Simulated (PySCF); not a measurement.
Broadened absorption spectrum of cyclopropylisocyanide

Compound: cyclopropylisocyanide, C4H5N.
Geometry (GFN2-xTB, Å), atoms numbered from 1 in this order:
```xyz
10
C4H5N angstrom
C      2.633   -0.811   -0.178
N      1.559   -0.525    0.170
C      0.285   -0.185    0.568
C     -0.412    0.949   -0.132
C     -0.861   -0.459   -0.368
H      0.134   -0.315    1.634
H      0.124    1.451   -0.923
H     -1.032    1.601    0.464
H     -0.628   -0.913   -1.319
H     -1.793   -0.788    0.063
```

The calculation used PySCF, TDDFT CAM-B3LYP/def2-SVPD, vertical, gas phase, core orbitals frozen in the response.

Each state is given a Gaussian of 0.25 eV full width at half maximum, with ε(max) = 2.175×10⁸ f / Δν̃ (Δν̃ the width in cm⁻¹). The cross-section is σ = 3.8235×10⁻²¹ ε cm², given in Mb (10⁻¹⁸ cm²). The width is an assumption, not a result. The curve ends short of the highest state used, and states not computed would add to its high-energy end.

```json
{"E (eV)": "6.93", "σ (Mb)": "0.00"}
{"E (eV)": "6.95", "σ (Mb)": "0.00"}
{"E (eV)": "6.98", "σ (Mb)": "0.00"}
{"E (eV)": "7.01", "σ (Mb)": "0.01"}
{"E (eV)": "7.03", "σ (Mb)": "0.01"}
{"E (eV)": "7.06", "σ (Mb)": "0.03"}
{"E (eV)": "7.09", "σ (Mb)": "0.05"}
{"E (eV)": "7.11", "σ (Mb)": "0.07"}
{"E (eV)": "7.14", "σ (Mb)": "0.11"}
{"E (eV)": "7.17", "σ (Mb)": "0.16"}
{"E (eV)": "7.19", "σ (Mb)": "0.20"}
{"E (eV)": "7.22", "σ (Mb)": "0.26"}
{"E (eV)": "7.25", "σ (Mb)": "0.30"}
{"E (eV)": "7.27", "σ (Mb)": "0.33"}
{"E (eV)": "7.30", "σ (Mb)": "0.34"}
{"E (eV)": "7.33", "σ (Mb)": "0.33"}
{"E (eV)": "7.35", "σ (Mb)": "0.31"}
{"E (eV)": "7.38", "σ (Mb)": "0.26"}
{"E (eV)": "7.41", "σ (Mb)": "0.21"}
{"E (eV)": "7.43", "σ (Mb)": "0.18"}
{"E (eV)": "7.46", "σ (Mb)": "0.15"}
{"E (eV)": "7.48", "σ (Mb)": "0.16"}
{"E (eV)": "7.51", "σ (Mb)": "0.25"}
{"E (eV)": "7.54", "σ (Mb)": "0.50"}
{"E (eV)": "7.56", "σ (Mb)": "0.81"}
{"E (eV)": "7.59", "σ (Mb)": "1.62"}
{"E (eV)": "7.62", "σ (Mb)": "3.01"}
{"E (eV)": "7.64", "σ (Mb)": "4.38"}
{"E (eV)": "7.67", "σ (Mb)": "7.18"}
{"E (eV)": "7.70", "σ (Mb)": "10.88"}
{"E (eV)": "7.72", "σ (Mb)": "13.75"}
{"E (eV)": "7.75", "σ (Mb)": "18.32"}
{"E (eV)": "7.78", "σ (Mb)": "22.69"}
{"E (eV)": "7.80", "σ (Mb)": "25.18"}
{"E (eV)": "7.83", "σ (Mb)": "27.94"}
{"E (eV)": "7.86", "σ (Mb)": "29.46"}
{"E (eV)": "7.88", "σ (Mb)": "29.95"}
{"E (eV)": "7.91", "σ (Mb)": "30.41"}
{"E (eV)": "7.94", "σ (Mb)": "31.26"}
{"E (eV)": "7.96", "σ (Mb)": "32.40"}
{"E (eV)": "7.99", "σ (Mb)": "35.17"}
{"E (eV)": "8.02", "σ (Mb)": "39.02"}
{"E (eV)": "8.04", "σ (Mb)": "41.86"}
{"E (eV)": "8.07", "σ (Mb)": "45.76"}
```

Q: Locate the maxima and give the states behind the curve.

A: 170 nm (7.30 eV), ε about 90, made up of S1 (100%) (ε in L mol⁻¹ cm⁻¹; maxima over ε = 5, shares over 10%). At its high-energy end, 8.07 eV, the curve is still rising (ε about 12000, from S3 and S5). The states used: S1 7.30 eV (f 0.0008); S2 7.84 eV (f 0.063); S3 8.07 eV (f 0.056); S4 8.15 eV (f 0.0079); S5 8.17 eV (f 0.066); S6 8.28 eV (f 0.0000); S7 8.65 eV (f 0.088); S8 8.67 eV (f 0.017).

Q: What would ε be at 7.30 eV, the highest of these maxima, with half the width (0.125 eV)?

A: About 179 L mol⁻¹ cm⁻¹ against 89.5, a factor of about 2.00; a lone state at its own centre would give exactly 2.

Q: Coming from long wavelengths, where does ε first pass 100 L mol⁻¹ cm⁻¹?

A: At about 165 nm (7.53 eV), 0.23 eV above S1.
